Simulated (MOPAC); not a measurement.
Job for MOPAC: PM3 on HCNts.

```
PM3 1SCF PRECISE CHARGE=0 THREADS=1
CHN

C      0.08031900 1     0.62025800 1     0.00000000 1
N      0.08031900 1    -0.56809500 1     0.00000000 1
H     -1.04414800 1     0.25512100 1     0.00000000 1
```

Output:

```
*******************************************************************************
 **                                                                           **
 **                              MOPAC v23.2.5                                **
 **                                                                           **
 *******************************************************************************
 ** MOPAC's Digital Object Identifier: https://doi.org/10.5281/zenodo.6511958 **
 **                                                                           **
 ** Please cite the open-source release paper for use of this MOPAC version:  **
 ** J. E. Moussa and J. J. P. Stewart (2026)                                  **
 ** MOPAC: An open-source semiempirical molecular orbital program             **
 ** J. Open Source Softw., 11(119), 8025, https://doi.org/10.21105/joss.08025 **
 *******************************************************************************

                              PM3 CALCULATION RESULTS

 *******************************************************************************
 *  PM3        - The PM3 Hamiltonian to be used
 *
 *
 *
 *                 CHARGE ON SYSTEM = 0
 *
 *
 *
 *  PRECISE    - TIGHTER CRITERIA TO BE USED
 *  1SCF       - DO 1 SCF AND THEN STOP
 *  THREADS=1  - MULTI-THREADING NOT USED
 *  T=         - A TIME OF 172800.0 SECONDS REQUESTED
 *  DUMP=N     - RESTART FILE WRITTEN EVERY 7200.0 SECONDS REQUESTED
 *******************************************************************************
PM3 1SCF PRECISE CHARGE=0 THREADS=1
 CHN

   ATOM   CHEMICAL          X               Y               Z
  NUMBER   SYMBOL      (ANGSTROMS)     (ANGSTROMS)     (ANGSTROMS)

     1       C          0.08031900  *   0.62025800  *   0.00000000  *
     2       N          0.08031900  *  -0.56809500  *   0.00000000  *
     3       H         -1.04414800  *   0.25512100  *   0.00000000  *



          CARTESIAN COORDINATES

    NO.       ATOM           X           Y           Z

     1         C          0.0803      0.6203      0.0000
     2         N          0.0803     -0.5681      0.0000
     3         H         -1.0441      0.2551      0.0000

  H: (PM3): J. J. P. STEWART, J. COMP. CHEM. 10, 209 (1989).
  C: (PM3): J. J. P. STEWART, J. COMP. CHEM. 10, 209 (1989).
  N: (PM3): J. J. P. STEWART, J. COMP. CHEM. 10, 209 (1989).

           Empirical Formula: C H N  =     3 atoms



      MOLECULAR POINT GROUP   :   Cs


      RHF CALCULATION, NO. OF DOUBLY OCCUPIED LEVELS = 5


 -------------------------------------------------------------------------------
 PM3 1SCF PRECISE CHARGE=0 THREADS=1
 CHN



     1SCF WAS SPECIFIED, SO BFGS WAS NOT USED
     SCF FIELD WAS ACHIEVED


                              PM3 CALCULATION
                                                       MOPAC v23.2.5 Linux




          FINAL HEAT OF FORMATION =        108.09666 KCAL/MOL =     452.27644 KJ/MOL


          COSMO AREA              =         61.54 SQUARE ANGSTROMS
          COSMO VOLUME            =         44.14 CUBIC ANGSTROMS

          IONIZATION POTENTIAL    =         12.394315 EV
          HOMO LUMO ENERGIES (EV) =        -12.394 -0.285
          NO. OF FILLED LEVELS    =          5
          MOLECULAR WEIGHT        =         27.0256         POINT GROUP:  Cs

          MOLECULAR DIMENSIONS (Angstroms)

            Atom       Atom       Distance
            H     3    N     2     1.39360
            C     1    H     3     0.95886
            C     1    N     2     0.00000


          SCF CALCULATIONS        =          1





   ATOM   CHEMICAL          X               Y               Z
  NUMBER   SYMBOL      (ANGSTROMS)     (ANGSTROMS)     (ANGSTROMS)

     1       C          0.08031900  *   0.62025800  *   0.00000000  *
     2       N          0.08031900  *  -0.56809500  *   0.00000000  *
     3       H         -1.04414800  *   0.25512100  *   0.00000000  *

                             CARTESIAN COORDINATES

   1    C        0.080319000     0.620258000     0.000000000
   2    N        0.080319000    -0.568095000     0.000000000
   3    H       -1.044148000     0.255121000     0.000000000


           Empirical Formula: C H N  =     3 atoms



      MOLECULAR POINT GROUP   :   Cs


                  EIGENVALUES
 -33.07559 -16.67932 -14.46226 -13.52762 -12.39431  -0.28484   0.79605   1.47639
   5.04090


              NET ATOMIC CHARGES AND DIPOLE CONTRIBUTIONS

  ATOM NO.   TYPE          CHARGE      No. of ELECS.   s-Pop       p-Pop
    1          C          -0.077690        4.0777     1.65031     2.42738
    2          N          -0.160165        5.1602     1.77242     3.38775
    3          H           0.237855        0.7621     0.76214
 DIPOLE           X         Y         Z       TOTAL
 POINT-CHG.    -1.285     0.497     0.000     1.377
 HYBRID        -0.586    -0.183    -0.000     0.614
 SUM           -1.871     0.315    -0.000     1.897


          ATOMIC ORBITAL ELECTRON POPULATIONS

     Atom    s        px        py        pz
    1  C   1.65031   0.67091   1.02412   0.73234
    2  N   1.77242   0.79276   1.32733   1.26766
    3  H   0.76214

 **********************
 *                    *
 * JOB ENDED NORMALLY *
 *                    *
 **********************




 == MOPAC DONE ==
```

The run finished.

Cost: very roughly 0.020 core-seconds.
